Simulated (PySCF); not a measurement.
Mapped SMILES: `[CH3:1][CH2:2][CH2:3][Cl:4]`; H(Xn) means a hydrogen on atom n.

[PySCF: geometry: PBE0-D3(BJ)/def2-TZVP; B97-2/pcSseg-2 with gauge-including orbitals; one averaged value for each set of equivalent atoms; non-relativistic Hamiltonian; gas phase; one conformer]

**Question.** Predict the 2D correlation tables (HSQC, COSY, HMBC).

**Answer.** 

HSQC (one-bond C–H):
| δH | δC |
| --- | --- |
| 3.35 (H(C3)) | 52.5 (C3) |
| 1.76 (H(C2)) | 32.5 (C2) |
| 0.94 (H(C1)) | 14.8 (C1) |

COSY cross peaks (H two or three bonds apart, from the bond graph; peaks can be absent where the dihedral angle is near 90°):
| δH | δH |
| --- | --- |
| 3.35 (H(C3)) | 1.76 (H(C2)) |
| 1.76 (H(C2)) | 0.94 (H(C1)) |

HMBC (two and three bonds, from the bond graph):
| δH | δC |
| --- | --- |
| 3.35 (H(C3)) | 32.5 (C2), 14.8 (C1) |
| 1.76 (H(C2)) | 52.5 (C3), 14.8 (C1) |
| 0.94 (H(C1)) | 52.5 (C3), 32.5 (C2) |

Shifts are taken against calculated references (same method and geometry level): ¹H (σref 31.64) and ¹³C (σref 185.38) against TMS.

Short H···H contacts in this conformer between protons four or more bonds apart (candidates for NOE cross peaks, intensity ∝ r⁻⁶): H(C1)···H(C3) 2.59 Å.

Carbons that carry Cl, above all several Cl atoms, come out too deshielded, partly because spin–orbit coupling is missing. Shifts are as computed. Against solution values, carbons near 30 ppm lie about +3 ppm off and those near 130 ppm about +7 ppm; carbons on Cl a further +5 ppm. Of 1211 compounds with measured shifts, 218 miss one by over three times the rms of a fit or turn the order of signals round; such compounds aren't used in these exercises.
